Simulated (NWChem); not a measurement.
# Worked example: vertical ionisation energy of Si2H6 (SMILES [SiH3][SiH3])

Si2H6: 8 atoms, total charge 0, spin state singlet. SMILES: `[SiH3][SiH3]`. The coordinates come from a PBE0-D4/def2-TZVP relaxation.

Both states at this one shape; open shells run unrestricted unless said. 1 Eh = 27.2114 eV.

```tsv
level	program	singlet Si2H6 (Eh)	doublet [Si2H6]+ (Eh)
SVWN5/6-31G* (spherical functions)	NWChem	-580.141451	-579.757017
CAM-B3LYP/MINI	NWChem	-579.271289	-578.784275
CAM-B3LYP/SBKJC-VDZ (core potential)	NWChem	-11.217067	-10.825566
```

Q: Work out the vertical ionisation energy at each level.

A: 
1. SVWN5/6-31G* (spherical functions): -579.757017 − (-580.141451) = 0.384434 Eh = 10.46 eV.
2. CAM-B3LYP/MINI: -578.784275 − (-579.271289) = 0.487014 Eh = 13.25 eV.
3. CAM-B3LYP/SBKJC-VDZ (core potential): -10.825566 − (-11.217067) = 0.391501 Eh = 10.65 eV.

No measured value is set beside it here; the levels span 10.46 to 13.25 eV. Minimal sets are far from the basis-set limit.
